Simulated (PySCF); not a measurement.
PySCF input (M06-2X/6-311+G**):

```python
from pyscf import gto, dft

mol = gto.M(
    atom='''
    C     0.22577584    0.13547594    1.40749977
    C     0.00742734    0.07963315    0.04508769
    H     0.38119463    1.08236846    1.90771855
    H     0.24731876   -0.75949738    2.01389750
    C    -0.02844852    1.23028516   -0.72802239
    H     0.12134138    2.20489305   -0.28305230
    H    -0.20684708    1.18897693   -1.79400529
    C    -0.18199788   -1.26143177   -0.62813139
    H    -0.36837223   -2.04988441    0.10038942
    H    -1.02040204   -1.23565840   -1.32585567
    H     0.70922577   -1.53497315   -1.19769435
    ''',
    basis='6-311+g**',
    charge=0,
    spin=1,
    verbose=4,
)

mf = dft.UKS(mol, xc='m062x')
mf.grids.level = 4
mf.conv_tol = 1e-9
mf.max_cycle = 100
mf.max_memory = 1500
mf.kernel()
if not mf.converged:
    mf = mf.newton()
    mf.kernel(mf.make_rdm1())
mo, _, stable, _ = mf.stability(return_status=True)
if not stable:
    mf.kernel(mf.make_rdm1(mo, mf.mo_occ))
    stable = mf.stability(return_status=True)[2]
mf.dip_moment()
```

Output:

```
PySCF version 2.14.0

[INPUT] verbose = 4
[INPUT] num. atoms = 11
[INPUT] num. electrons = 31
[INPUT] charge = 0
[INPUT] spin (= nelec alpha-beta = 2S) = 1
[INPUT] symmetry False subgroup None
[INPUT] Mole.unit = angstrom
[INPUT] Symbol           X                Y                Z      unit          X                Y                Z       unit  Magmom
[INPUT]  1 C      0.225775840000   0.135475940000   1.407499770000 AA    0.426654503144   0.256012423068   2.659789085688 Bohr   0.0
[INPUT]  2 C      0.007427340000   0.079633150000   0.045087690000 AA    0.014035638434   0.150484843936   0.085203385689 Bohr   0.0
[INPUT]  3 H      0.381194630000   1.082368460000   1.907718550000 AA    0.720353450855   2.045379955267   3.605065582252 Bohr   0.0
[INPUT]  4 H      0.247318760000  -0.759497380000   2.013897500000 AA    0.467364721867  -1.435242040525   3.805714717946 Bohr   0.0
[INPUT]  5 C     -0.028448520000   1.230285160000  -0.728022390000 AA   -0.053759911449   2.324902007517  -1.375762929651 Bohr   0.0
[INPUT]  6 H      0.121341380000   2.204893050000  -0.283052300000 AA    0.229301975777   4.166643998457  -0.534891325928 Bohr   0.0
[INPUT]  7 H     -0.206847080000   1.188976930000  -1.794005290000 AA   -0.390884330866   2.246840766126  -3.390178664121 Bohr   0.0
[INPUT]  8 C     -0.181997880000  -1.261431770000  -0.628131390000 AA   -0.343926148451  -2.383760570125  -1.186996297342 Bohr   0.0
[INPUT]  9 H     -0.368372230000  -2.049884410000   0.100389420000 AA   -0.696122626595  -3.873720121916   0.189708509604 Bohr   0.0
[INPUT] 10 H     -1.020402040000  -1.235658400000  -1.325855670000 AA   -1.928280392547  -2.335055959518  -2.505504097002 Bohr   0.0
[INPUT] 11 H      0.709225770000  -1.534973150000  -1.197694350000 AA    1.340242465784  -2.900678862061  -2.263314302439 Bohr   0.0

nuclear repulsion = 112.761049063945
number of shells = 68
number of NR pGTOs = 196
number of NR cGTOs = 130
basis = 6-311+g**
ecp = {}

******** <class 'pyscf.dft.uks.UKS'> ********
method = UKS
initial guess = minao
damping factor = 0
level_shift factor = 0
DIIS = <class 'pyscf.scf.diis.CDIIS'>
diis_start_cycle = 1
diis_space = 8
diis_damp = 0
SCF conv_tol = 1e-09
SCF conv_tol_grad = None
SCF max_cycles = 100
direct_scf = True
direct_scf_tol = 1e-13
number electrons alpha = 16  beta = 15
XC library pyscf.dft.libxc version 7.1.2
    S. Lehtola, C. Steigemann, M. J. T. Oliveira, and M. A. L. Marques,  SoftwareX 7, 1–5 (2018)
XC functionals = m062x
    Y. Zhao and D. G. Truhlar,  Theor. Chem. Acc. 120, 215 (2008)
    Y. Zhao and D. G. Truhlar,  Theor. Chem. Acc. 120, 215 (2008)
radial grids:
    Treutler-Ahlrichs [JCP 102, 346 (1995); DOI:10.1063/1.469408] (M4) radial grids

becke partition: Becke, JCP 88, 2547 (1988); DOI:10.1063/1.454033
pruning grids: <function nwchem_prune>
grids dens level: 4
symmetrized grids: False
atomic radii adjust function: <function treutler_atomic_radii_adjust>
small_rho_cutoff = 0
Set gradient conv threshold to 3.16228e-05
tot grids = 224392
init E= -156.940059682794
  alpha nocc = 16  HOMO = -0.179608611323996  LUMO = -0.00626359701264749
  beta  nocc = 15  HOMO = -0.328632941916162  LUMO = -0.179608611323985

WARN: HOMO -0.179608611323996 >= LUMO -0.179608611323985

cycle= 1 E= -156.50808692716  delta_E= 0.432  |g|= 0.172  |ddm|= 1.89
  alpha nocc = 16  HOMO = -0.211212350904805  LUMO = 0.0188841645461517
  beta  nocc = 15  HOMO = -0.301786151083274  LUMO = -0.0385342881658524
  HOMO = -0.211212350905  LUMO = -0.0385342881659  gap/eV = 4.69881
cycle= 2 E= -156.522040021088  delta_E= -0.014  |g|= 0.107  |ddm|= 0.355
  alpha nocc = 16  HOMO = -0.242761450087862  LUMO = 0.0153411279940503
  beta  nocc = 15  HOMO = -0.333204563800841  LUMO = -0.0605338201590655
  HOMO = -0.242761450088  LUMO = -0.0605338201591  gap/eV = 4.95867
cycle= 3 E= -156.528290736857  delta_E= -0.00625  |g|= 0.0258  |ddm|= 0.121
  alpha nocc = 16  HOMO = -0.241883879289851  LUMO = 0.0160434702469999
  beta  nocc = 15  HOMO = -0.326838993970121  LUMO = -0.0524692670143487
  HOMO = -0.24188387929  LUMO = -0.0524692670143  gap/eV = 5.15423
cycle= 4 E= -156.528948054515  delta_E= -0.000657  |g|= 0.0113  |ddm|= 0.0459
  alpha nocc = 16  HOMO = -0.242150658116433  LUMO = 0.016036612558452
  beta  nocc = 15  HOMO = -0.327806877092318  LUMO = -0.0501528590672784
  HOMO = -0.242150658116  LUMO = -0.0501528590673  gap/eV = 5.22453
cycle= 5 E= -156.529077380132  delta_E= -0.000129  |g|= 0.00588  |ddm|= 0.0147
  alpha nocc = 16  HOMO = -0.243840634924265  LUMO = 0.0160143331061943
  beta  nocc = 15  HOMO = -0.327324269395771  LUMO = -0.048219654290822
  HOMO = -0.243840634924  LUMO = -0.0482196542908  gap/eV = 5.32312
cycle= 6 E= -156.529143880897  delta_E= -6.65e-05  |g|= 0.00122  |ddm|= 0.016
  alpha nocc = 16  HOMO = -0.244261131506033  LUMO = 0.0160072598304453
  beta  nocc = 15  HOMO = -0.327575942004813  LUMO = -0.0479238362031289
  HOMO = -0.244261131506  LUMO = -0.0479238362031  gap/eV = 5.34261
cycle= 7 E= -156.529146685086  delta_E= -2.8e-06  |g|= 0.000393  |ddm|= 0.00397
  alpha nocc = 16  HOMO = -0.244242017497626  LUMO = 0.0160079661882666
  beta  nocc = 15  HOMO = -0.327535312811513  LUMO = -0.0478534852853834
  HOMO = -0.244242017498  LUMO = -0.0478534852854  gap/eV = 5.34400
cycle= 8 E= -156.529146810027  delta_E= -1.25e-07  |g|= 0.000155  |ddm|= 0.000837
  alpha nocc = 16  HOMO = -0.244275180296889  LUMO = 0.0160081376897617
  beta  nocc = 15  HOMO = -0.327566955139702  LUMO = -0.0478811437059932
  HOMO = -0.244275180297  LUMO = -0.047881143706  gap/eV = 5.34415
cycle= 9 E= -156.529146836422  delta_E= -2.64e-08  |g|= 5.92e-05  |ddm|= 0.000274
  alpha nocc = 16  HOMO = -0.244266649556401  LUMO = 0.0160087641870498
  beta  nocc = 15  HOMO = -0.327565519478661  LUMO = -0.0478773343796419
  HOMO = -0.244266649556  LUMO = -0.0478773343796  gap/eV = 5.34403
cycle= 10 E= -156.529146846754  delta_E= -1.03e-08  |g|= 2.74e-05  |ddm|= 0.000175
  alpha nocc = 16  HOMO = -0.244266497590193  LUMO = 0.0160084896724469
  beta  nocc = 15  HOMO = -0.327567352055308  LUMO = -0.0478790989098776
  HOMO = -0.24426649759  LUMO = -0.0478790989099  gap/eV = 5.34397
cycle= 11 E= -156.529146850809  delta_E= -4.05e-09  |g|= 1.58e-05  |ddm|= 0.000115
  alpha nocc = 16  HOMO = -0.244266531380973  LUMO = 0.0160084151724668
  beta  nocc = 15  HOMO = -0.327566924437384  LUMO = -0.0478788871596727
  HOMO = -0.244266531381  LUMO = -0.0478788871597  gap/eV = 5.34398
cycle= 12 E= -156.529146852397  delta_E= -1.59e-09  |g|= 7.05e-06  |ddm|= 9.72e-05
  alpha nocc = 16  HOMO = -0.244265949477438  LUMO = 0.016008457093866
  beta  nocc = 15  HOMO = -0.327566178979716  LUMO = -0.0478782323844591
  HOMO = -0.244265949477  LUMO = -0.0478782323845  gap/eV = 5.34398
cycle= 13 E= -156.529146852579  delta_E= -1.82e-10  |g|= 4.85e-06  |ddm|= 2.79e-05
  alpha nocc = 16  HOMO = -0.244266534588622  LUMO = 0.0160083654750812
  beta  nocc = 15  HOMO = -0.327566896189897  LUMO = -0.047878712735038
  HOMO = -0.244266534589  LUMO = -0.047878712735  gap/eV = 5.34398
Extra cycle  E= -156.529146852594  delta_E= -1.55e-11  |g|= 4.71e-06  |ddm|= 1.05e-05
converged SCF energy = -156.529146852594  <S^2> = 0.78254632  2S+1 = 2.0322857
uhf_internal: lowest eigs of H = [0.17492168 0.3672976  0.40261715]
<class 'pyscf.dft.uks.UKS'> wavefunction is stable in the internal stability analysis
Dipole moment(X, Y, Z, Debye): -0.01531, -0.24568, -0.18070
```
